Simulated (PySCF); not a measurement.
# BH3O (SMILES BO) at 6 levels

Aim: a comparison of 6 runs (B3LYP/STO-6G, M06-2X/STO-6G, PBE/STO-6G, MP2/STO-6G, QCISD(T)/STO-6G, FCI/STO-6G) of BH3O. 

The calculation is run with PySCF 2.14.0.

3 further runs of the same task are left out: 3 set aside as unsound or not needed.

## 1. The system as given

BH3O: 5 atoms, total charge 0, spin state singlet. As SMILES, `BO`. The B1–H4 distance was set to 2.163 Å, away from the relaxed value. At this shape a bond of the SMILES string is far longer than usual.

Bond lengths: B1–O2 1.348 Å, B1–H3 1.196 Å, O2–H5 0.961 Å. Angles: B1–O2–H5 113.5°, O2–B1–H3 116.8°.

## 2. The energy at B3LYP/STO-6G (run 1)

Contents of calc.py:

```python
from pyscf import gto, dft

mol = gto.M(
    atom='''
B     -0.255400     0.028080     0.956941
O      0.384700     1.182680     1.228141
H     -0.849100    -0.484620     1.860041
H     -0.190600    -0.828900    -1.028100
H      0.845200     1.552680     0.470541
''',
    verbose=4,
    max_memory=1860,
    basis='sto-6g',
)

calc0 = dft.RKS(mol, xc='b3lyp')
calc0.grids.level = 5
calc0.conv_tol = 1e-10
calc0.kernel()
if not calc0.converged:
    calc0 = calc0.newton().run(calc0.mo_coeff, calc0.mo_occ)

e_tot = calc0.e_tot
print('E = %.10f Eh' % e_tot)
```

Launch:

```console
OMP_NUM_THREADS=1 python calc.py
```

The program printed:

```text
PySCF version 2.14.0

[... 71 lines left out ...]
converged SCF energy = -101.350803368179
E = -101.3508033682 Eh
```

Wall time 2.2 s (1 thread of Arm Neoverse V2, shared host); peak memory 0.17 GiB.

## 3. A single-point energy at M06-2X/STO-6G (run 2)

Contents of input.py:

```python
from pyscf import gto, dft

mol = gto.M(
    atom='''
B   -0.255400   0.028080   0.956941
O    0.384700   1.182680   1.228141
H   -0.849100  -0.484620   1.860041
H   -0.190600  -0.828900  -1.028100
H    0.845200   1.552680   0.470541
''',
    basis='sto-6g',
    spin=0,
    charge=0,
    verbose=3,
    max_memory=1860,
)

calc0 = dft.RKS(mol, xc='m06-2x')
calc0.conv_tol = 1e-10
calc0.grids.level = 5
calc0.kernel()
if not calc0.converged:
    calc0 = calc0.newton().run(calc0.mo_coeff, calc0.mo_occ)

e_final = calc0.e_tot
print('E(%s) = %.9f' % ('M06-2X', e_final))
```

Launch:

```console
OMP_NUM_THREADS=1 python input.py
```

The program printed:

```text
converged SCF energy = -101.291386690941
E(M06-2X) = -101.291386691
```

Wall time 2.7 s (1 thread of Arm Neoverse V2, shared host); peak memory 0.17 GiB.

Run 3 isn't shown in full; the table further down has it.

## 4. The energy at MP2/STO-6G (run 4)

Contents of calc.py:

```python
from pyscf import gto, scf, mp

mol = gto.Mole()
mol.atom = '''
B   -0.255400   0.028080   0.956941
O    0.384700   1.182680   1.228141
H   -0.849100  -0.484620   1.860041
H   -0.190600  -0.828900  -1.028100
H    0.845200   1.552680   0.470541
'''
mol.max_memory = 1860
mol.verbose = 3
mol.charge = 0
mol.basis = 'sto-6g'
mol.build()

mf = scf.RHF(mol)
mf.conv_tol = 1e-10
mf.kernel()
if not mf.converged:
    mf = mf.newton().run(mf.mo_coeff, mf.mo_occ)

pt = mp.MP2(mf, frozen=2).run()
e_final = pt.e_tot
print('E = %.10f Eh' % e_final)
```

Launch:

```console
OMP_NUM_THREADS=1 python calc.py
```

The program printed:

```text
converged SCF energy = -100.734952293858
E(RMP2) = -100.856077974445  E_corr = -0.121125680586806
E(SCS-RMP2) = -100.867419523662  E_corr = -0.132467229804462
E = -100.8560779744 Eh
```

Wall time 0.7 s (1 thread of Arm Neoverse V2, shared host); peak memory 0.11 GiB.

Run 5 isn't shown in full; the table further down has it.

## 5. The energy at FCI/STO-6G (run 6)

Contents of input.py:

```python
from pyscf import gto, mcscf
from pyscf import fci

mol = gto.M(
    atom=[
    ('B', (-0.255400, 0.028080, 0.956941)),
    ('O', (0.384700, 1.182680, 1.228141)),
    ('H', (-0.849100, -0.484620, 1.860041)),
    ('H', (-0.190600, -0.828900, -1.028100)),
    ('H', (0.845200, 1.552680, 0.470541)),
],
    basis='sto-6g',
    verbose=4,
    charge=0,
    spin=0,
    max_memory=1860,
)

mf = mol.RHF()
mf.conv_tol = 1e-10
mf.kernel()
if not mf.converged:
    mf = mf.newton().run(mf.mo_coeff, mf.mo_occ)

cas = mcscf.CASCI(mf, mf.mo_coeff.shape[-1] - 2, (mol.nelec[0] - 2, mol.nelec[1] - 2))  # full CI above the frozen core
cas.fcisolver = fci.direct_spin0.FCI(mol)  # even spin states alone
cas.kernel()
print('<S^2> = %.4f' % cas.fcisolver.spin_square(cas.ci, cas.ncas, cas.nelecas)[0])
etot = cas.e_tot
print(f'total energy: {etot:.8f} hartree')
```

Launch:

```console
OMP_NUM_THREADS=1 python input.py
```

The program printed:

```text
PySCF version 2.14.0

[... 57 lines left out ...]
converged SCF energy = -100.734952293858
[... 1 line left out ...]
******** <class 'pyscf.mcscf.casci.CASCI'> ********
CAS (6e+6e, 11o), ncore = 2, nvir = 0
natorb = False
canonicalization = True
sorting_mo_energy = False
******** <class 'pyscf.fci.direct_spin0.FCISolver'> ********
max. cycles = 100
conv_tol = 1e-10
davidson only = False
linear dependence = 1e-14
level shift = 0.001
max iter space = 12
nroots = 1
pspace_size = 400
spin = None
Density matrix diagonal elements [1.99104099 1.974866   1.97607017 1.97116422 1.95513361 1.73904742
 0.27317766 0.04909103 0.02569706 0.02110126 0.02361058]
CASCI converged
CASCI E = -100.912870475613  E(CI) = -36.1516310382411  S^2 = 0.0000000
<S^2> = 0.0000
total energy: -100.91287048 hartree
```

Wall time 2.7 s (1 thread of Arm Neoverse V2, shared host); peak memory 0.16 GiB.

## 6. The series

| run | level | integration grid | frozen core orbitals | energy (Eh) | dipole moment (D) of the reference | HOMO energy (eV) | LUMO energy (eV) | wall time |
| --- | --- | --- | --- | --- | --- | --- | --- | --- |
| 1 | B3LYP/STO-6G | 5 | – | -101.350803 | 1.89 | -4.16 | 2.05 | 2.2 s |
| 2 | M06-2X/STO-6G | 5 | – | -101.291387 | 1.76 | -5.33 | 3.46 | 2.7 s |
| 3 | PBE/STO-6G | 5 | – | -101.226021 | 2.05 | -3.11 | 1.47 | 2.1 s |
| 4 | MP2/STO-6G | – | 2 | -100.856078 | 1.36 | -6.82 | 6.27 | 0.7 s |
| 5 | QCISD(T)/STO-6G | – | 2 | -100.913095 | 1.36 | -6.82 | 6.27 | 0.68 s |
| 6 | FCI/STO-6G | – | 2 | -100.912870 | 1.36 | -6.82 | 6.27 | 2.7 s |

## 7. Outcome

| quantity | value |
| --- | --- |
| run 6: total energy | -100.91287 Eh |
| run 6: dipole moment (Hartree–Fock density) | 1.36 D |
| run 6: HOMO energy (Hartree–Fock orbitals) | -6.82 eV |
| run 6: LUMO energy (Hartree–Fock orbitals) | 6.27 eV |
| run 6: HOMO–LUMO gap (Hartree–Fock orbitals) | 13.09 eV |
| run 6: correlation energy (2 core orbitals frozen) | -177.9 mEh |

**Reading.** Against full CI in this basis: MP2 +56.8 mEh; QCISD(T) -0.2 mEh. Over runs 1, 2, 3 the dipole moment (its size) runs from 1.76 D (M06-2X/STO-6G) to 2.05 D (PBE/STO-6G). Over runs 1, 2, 3 the HOMO–LUMO gap runs from 4.58 eV (PBE/STO-6G) to 8.80 eV (M06-2X/STO-6G). Totals of different functionals can't be ranked against each other. In runs 1, 2, 3, 4, 5, 6 the basis is minimal, so the values are rough. All runs together took 11 s, the longest 2.7 s.
